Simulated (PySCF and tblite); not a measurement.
C4H5NO, numbered as in [N:1]#[C:2][CH2:3][CH2:4][CH:5]=[O:6]: conformational analysis

The ensemble was built from 90 distance-geometry starts (ETKDG and KDG, MMFF94s, GFN2-xTB) and rests on PBE0-D3(BJ)/def2-SVP geometries. Energies: PBE0-D3(BJ)/def2-TZVP, with GFN2-xTB thermal terms (modes under about 100 cm⁻¹ blended into free rotors). Symmetry numbers and mirror images are counted. Conformers within 4 kcal/mol (GFN2-xTB free energy) were kept, 7 at most. GIAO shieldings: PBE0/pcSseg-1. Couplings: B3LYP/pcSseg-1 with pcJ-1 on H (gas phase; spin-dipole term only for pairs with B, N, F, Si or P). Couplings are for ¹H; a prime marks the second kind of pair between the same two sets of atoms. Shifts are against TMS (¹H), TMS (¹³C), NH3 (¹⁵N) at the same level. Run with PySCF (density fitting) and tblite.

Torsions listed: C2–C3–C4–C5, C3–C4–C5–O6. Of a mirror pair one member is shown.

| conformer | shape | symmetry | E(GFN2) kcal/mol | E(DFT) kcal/mol | G(298.15 K) kcal/mol | weight % | dipole D |
| --- | --- | --- | --- | --- | --- | --- | --- |
| 1 | 180°, 0° | Cs | 0.00 | 0.00 | 0.00 | 74.6 | 3.10 |
| 2 | 73°, 6° | C1 (pair) | 0.95 | 1.10 | 0.76 | 20.7 | 5.42 |
| 3 | -63°, -137° | C1 (pair) | 1.06 | 2.47 | 2.15 | 2.0 | 3.33 |
| 4 | 176°, 142° | C1 (pair) | 1.24 | 2.75 | 2.33 | 1.4 | 2.61 |
| 5 | 64°, -156° | C1 (pair) | 1.47 | 2.91 | 2.40 | 1.3 | 4.80 |

Weights (%) against temperature:

| T (K) | 1 | 2 | 3 | 4 | 5 | S(mix) cal/mol/K |
| --- | --- | --- | --- | --- | --- | --- |
| 180 | 92.2 | 7.5 | 0.2 | 0.1 | 0.1 | 0.68 |
| 230 | 85.0 | 13.5 | 0.6 | 0.4 | 0.4 | 1.17 |
| 298.15 | 74.6 | 20.7 | 2.0 | 1.4 | 1.3 | 1.82 |
| 330 | 70.0 | 23.2 | 2.8 | 2.1 | 1.9 | 2.09 |
| 400 | 61.0 | 27.1 | 4.7 | 3.7 | 3.5 | 2.60 |

Averaged shifts at 298.15 K. ¹H: 9.80 (H5, 1H), 2.55 (H4, 2H), 2.28 (H3, 2H) ppm. ¹³C: 201.6 (C5), 123.6 (C2), 43.7 (C4), 10.7 (C3) ppm. ¹⁵N: 307.0 (N1) ppm.

Averaged couplings (Hz): ²J(H3,H3) -20.2, ³J(H3,H4) 12.1, ³J(H3,H4′) 5.5, ⁴J(H3,H5) -0.7, ²J(H4,H4) -23.0, ³J(H4,H5) 0.4.

Coordinates of conformer 1 (Å):

```xyz
11

N    -3.123   -0.541    0.025
C    -2.069   -0.067    0.080
C    -0.733    0.507    0.143
C     0.359   -0.518   -0.140
C     1.736    0.079   -0.067
O     1.956    1.232    0.186
H    -0.582    0.956    1.138
H    -0.665    1.341   -0.573
H     0.237   -0.977   -1.137
H     0.315   -1.364    0.569
H     2.572   -0.638   -0.270
```

Coordinates of conformer 2 (Å):

```xyz
11

N     1.881    2.042   -0.564
C     1.462    0.972   -0.426
C     0.935   -0.371   -0.212
C    -0.346   -0.377    0.615
C    -1.545    0.120   -0.150
O    -1.529    0.388   -1.319
H     1.716   -0.968    0.284
H     0.743   -0.825   -1.197
H    -0.243    0.215    1.540
H    -0.581   -1.404    0.950
H    -2.486    0.209    0.452
```

Unscaled ¹⁵N shifts at such levels can be off by tens of ppm; differences between conformers or isomers are more reliable. Shifts are unscaled: against experiment ¹³C can be off by 15 ppm or more and ¹H by 0.8 ppm.

Search and properties took 97 s on 1 thread of Arm Neoverse V2, shared host (rough), launched as `OMP_NUM_THREADS=1 python ens_run.py task.json out`.


¹⁵N shifts are against a computed isolated NH3 molecule, about 20 ppm from the liquid.